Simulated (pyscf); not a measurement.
Single points on ωB97X-D3(BJ)/def2-SVP structures (PySCF, gas phase).

Q: Cl–Si•(Cl)–Cl + H₂O → HCl + HO–Si•(Cl)–Cl
Surface: doublet. Broken: Cl–Si, H–O. Formed: Cl–H, O–Si. Give ΔE‡ and ΔE from ωB97M-D3(BJ)/def2-TZVP, relative to the separated reactants.

A: ΔE‡ = 43.2 kJ/mol, ΔE = -6.1 kJ/mol. Zero-point energy shifts the barrier by -4.1 kJ/mol. It is a four-centre exchange, with an imaginary mode of 828i cm⁻¹. This is the saddle that the search found; another between the same sides may lie lower.
